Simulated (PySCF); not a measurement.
# CHF: core ionisation energies

Species: HCF (singlet state).
Z-matrix (Å and degrees, GFN2-xTB geometry), rows numbered from 1:
```
C 
F   1  1.2991
H   1  1.1146  2  105.94
```

Method used: delta-SCF UKS SCAN, pcX-2 on the ionised atom, pcseg-1 elsewhere, spin-free X2C in PySCF 2.14.0. Binding energies are ΔSCF values: E(core-ionised, relaxed orbitals) − E(ground state) at a fixed geometry, referred to the vacuum level.

Problem. What binding energy does each computed site have?

Solution. 
| atom(s) | bonded to | level | binding energy (eV) | count |
| --- | --- | --- | --- | --- |
| C1 | F and H | C 1s | 295.80 | 1 |
| F2 | C | F 1s | 695.24 | 1 |

Problem. Which photon energy gives electrons from C 1s of C1 a kinetic energy of 150 eV, and what is their de Broglie wavelength?

Solution. hν = 295.80 + 150 = 445.80 eV, recoil neglected; λ = 12.264 Å/√(E/eV) = 1.00 Å.

Isolated species at its GFN2-xTB geometry, gas phase.

Hardware: one thread of an x86-64 server, no GPU, on a shared host. Cost: 1.5 s.
